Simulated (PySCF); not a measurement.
## Do core-level shifts follow atomic charges?

Bicyclo[2.1.0]pent-2-ene, C5H6.
Numbering: `[CH:1]1=[CH:2][C@@H:3]2[CH2:4][C@H:5]12`

Binding energies: delta-SCF UKS SCAN, pcX-2 on the ionised atom, pcseg-1 elsewhere, spin-free X2C (PySCF 2.14.0). Charges: PBE0/pcSseg-1 ground-state density, for the ionised atom.

| atom | environment | C 1s (eV) | Mulliken (e) | IAO (e) | Hirshfeld (e) | ESP (e) |
| --- | --- | --- | --- | --- | --- | --- |
| C1 | alkene CH carbon | 290.28 | -0.078 | -0.161 | -0.050 | -0.259 |
| C3 | sp3 carbon at a ring junction | 290.66 | -0.190 | -0.146 | -0.054 | +0.002 |
| C4 | three-membered-ring carbon | 290.86 | -0.137 | -0.266 | -0.075 | -0.423 |

**Question.** Give the correlation coefficient and slope of binding energy on charge for each scheme.

**Answer.** ESP: r = -0.21, slope -0.3 eV per e; Mulliken: r = -0.67, slope -3.5 eV per e; IAO: r = -0.68, slope -3.0 eV per e. On 3 points no scheme stands out. The Hirshfeld charges vary by under 0.03 e and aren't fitted.

**Question.** The point-charge model writes a binding energy as kq + V + constant, with V the potential of the other atoms' charges at the site. What does it give with the ESP charges?

**Answer.** V = Σ 14.40 eV Å × q/r over all other atoms: +1.37 eV at C1, -1.96 eV at C3, +4.59 eV at C4. Fitting binding energy − V to q gives k = 14.9 eV per e and leaves an rms residual of 0.09 eV, against 0.23 eV for the fit on q alone. The model has no term for differences in relaxation between sites.

Isolated species at its PBE0-D3(BJ)/def2-SVP geometry, gas phase.
